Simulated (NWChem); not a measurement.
Molecule: SiH$_{3}$, doublet; SMILES [SiH3]

Computed with NWChem. Spin-unrestricted. Medium grid unless said otherwise, to which SCAN and Minnesota functionals are sensitive. In the optimisation the excess spin sits in a (C3, its own frame). Structure relaxed at the PBE0-D3(BJ)/def2-TZVP, spin-unrestricted level. No stability test was run on the SCF state. B3LYP is NWChem's, with the RPA form of VWN correlation.

### Question
Order these by “lowest empty minus highest occupied level, either spin (eV)”, lowest first: LDA (Slater exchange, VWN5)/def2-SVP; LC-BLYP (range parameter 0.33 per bohr)/def2-SVP; B97-2/def2-SVP.

### Answer
LDA (Slater exchange, VWN5)/def2-SVP (1.36), B97-2/def2-SVP (2.75), LC-BLYP (range parameter 0.33 per bohr)/def2-SVP (7.85)
